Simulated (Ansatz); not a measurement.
We consider hcp Y, described by r²SCANh (Ansatz, an electronic-structure program, PAW).

Settings: plane-wave cutoff 520 eV, 9×9×6 k mesh (along the axes of the cell as run), Fermi–Dirac smearing 0.05 eV, scalar-relativistic PAW data made under PBE.

Computed at the level's own relaxed cell.

### Question
Give the computed lattice parameter a and lattice parameter c.

### Answer

- lattice parameter a: 3.697 Å
- lattice parameter c: 5.690 Å

Measured, for comparison: lattice constant a 3.648 Å, lattice parameter c 5.732 Å (293 K, no zero-point or thermal correction; as tabulated in Wikipedia's data pages). Computed (rounded) less measured: lattice constant a +1.3 %, lattice parameter c -0.7 %. A static lattice is as a rule a little smaller and stiffer than an uncorrected measurement, which narrows the difference in the lattice parameter c and would widen misses of the other sign.

The computed numbers hold no vibrational or temperature effects.

Cost on a shared machine: roughly 50 core-minutes.
